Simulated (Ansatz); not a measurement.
Start from `CC(Cl)(Cl)Cl` and change one atom or group to get `FC(Cl)(Cl)Cl`.

Ansatz, PBE0-D4/def2-TZVP geometries, multiplicity 1. 

| property | `CC(Cl)(Cl)Cl` |
| --- | --- |
| HOMO energy (ωB97M-V/def2-TZVPP) / eV | -10.94 |
| LUMO energy (B3LYP/def2-TZVPP) / eV | -0.93 |
| HOMO–LUMO gap (PBE/def2-TZVPP) / eV | 5.46 |
| HOMO–LUMO gap (B3LYP/def2-TZVPP) / eV | 7.45 |
| ideal-gas entropy at 298 K and 1 bar (rigid rotor, harmonic PBE0-D4/def2-TZVP) / J/(mol·K) | 319 |
| HOMO energy (PBE/def2-TZVPP) / eV | -7.22 |

**Question.** What does the change do to each property? (An estimate is asked.)

**Answer.** Computed: 
| property | `FC(Cl)(Cl)Cl` | shift |
| --- | --- | --- |
| HOMO energy (ωB97M-V/def2-TZVPP) / eV | -11.38 | -0.44 |
| LUMO energy (B3LYP/def2-TZVPP) / eV | -1.42 | -0.49 |
| HOMO–LUMO gap (PBE/def2-TZVPP) / eV | 5.41 | -0.05 |
| HOMO–LUMO gap (B3LYP/def2-TZVPP) / eV | 7.40 | -0.05 |
| ideal-gas entropy at 298 K and 1 bar (rigid rotor, harmonic PBE0-D4/def2-TZVP) / J/(mol·K) | 309 | -10 |
| HOMO energy (PBE/def2-TZVPP) / eV | -7.64 | -0.42 |

The zero-point energy changes by -94.8 kJ/mol with -9 modes.

B3LYP here is the variant with VWN-RPA as its local correlation; programs differ in this.
